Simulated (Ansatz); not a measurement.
**CH₄Si₂ (SMILES [SiH]#C[SiH3]): functionals against CCSD(T) at one geometry**

An exercise on one series of results from a longer session: the logs are not shown, and one member is left open.

The runs use Ansatz 0.2.0, Gaussian basis; single points in def2-TZVPP.

Correlated methods freeze the cores. B3LYP uses VWN-RPA correlation.

## Starting geometry

7 atoms, charge 0, spin multiplicity 1.

Atoms are counted from 1 here; the program's logs count them from 0.

Bond lengths: Si1–C2 1.691 Å, Si1–H4 1.437 Å, C2–Si3 1.911 Å, Si3–H5 1.678 Å, Si3–H6 1.495 Å, Si3–H7 1.603 Å. Angles: C2–Si1–H4 167.4°, Si1–C2–Si3 129.4°, C2–Si3–H5 108.5°, C2–Si3–H6 114.1°, C2–Si3–H7 111.2°, H5–Si3–H6 109.1°, H5–Si3–H7 102.9°, H6–Si3–H7 110.4°.

Coordinates:

| atom | x (Å) | y (Å) | z (Å) |
| --- | --- | --- | --- |
| Si1 | -1.6883 | -1.1200 | -0.6700 |
| C2 | -0.5257 | 0.0929 | -0.8580 |
| Si3 | 0.8488 | 0.6548 | 0.3456 |
| H4 | -2.6834 | -2.1443 | -0.8263 |
| H5 | 1.7319 | 1.8776 | -0.3895 |
| H6 | 0.3427 | 1.1411 | 1.6659 |
| H7 | 1.9423 | -0.4983 | 0.5565 |

Set-up of the first run:

The input, run/in.yaml:

```yaml
crystal:
  periodic: [false, false, false]
  atoms:
    - {symbol: Si, position_ang: [-1.688300, -1.120000, -0.670000]}
    - {symbol: C, position_ang: [-0.525700, 0.092900, -0.858000]}
    - {symbol: Si, position_ang: [0.848800, 0.654800, 0.345600]}
    - {symbol: H, position_ang: [-2.683400, -2.144300, -0.826300]}
    - {symbol: H, position_ang: [1.731900, 1.877600, -0.389500]}
    - {symbol: H, position_ang: [0.342700, 1.141100, 1.665900]}
    - {symbol: H, position_ang: [1.942300, -0.498300, 0.556500]}
basis:
  gaussian: {orbitals: def2-TZVPP}
correlation: {method: ccsd_t}
output: {forces: true}
```

No record of the launch command was kept for these runs.

Among the steps run: CCSD(T)/def2-TZVPP; PBE0-D4/def2-TZVPP; wB97M-V/def2-TZVPP; r2SCAN-D4/def2-TZVPP; PBE-D4/def2-TZVPP; B3LYP-D4/def2-TZVPP; CAM-B3LYP-D4/def2-TZVPP.

One of the session's tables, all rows but one given; the rest of the session is left out.

| method | RMS force component (eV/Å) | angle to CCSD(T) forces (°) | dipole (D) |
| --- | --- | --- | --- |
| CCSD(T) | 1.023 | reference | 3.26 |
| PBE0-D4 | 1.166 | 14.4 | 3.67 |
| wB97M-V | 1.260 | 17.0 | 3.97 |
| r2SCAN-D4 | ? | ? | ? |
| PBE-D4 | 1.014 | 10.8 | 3.31 |
| B3LYP-D4 | 1.122 | 12.5 | 3.61 |
| CAM-B3LYP-D4 | 1.280 | 18.3 | 3.88 |

Estimate the missing values for r2SCAN-D4.

The run gave: RMS force component (eV/Å): 1.109; angle to CCSD(T) forces (°): 10.8; dipole (D): 3.52. In the column «RMS force component (eV/Å)» it lies between CCSD(T) (1.023) and B3LYP-D4 (1.122).
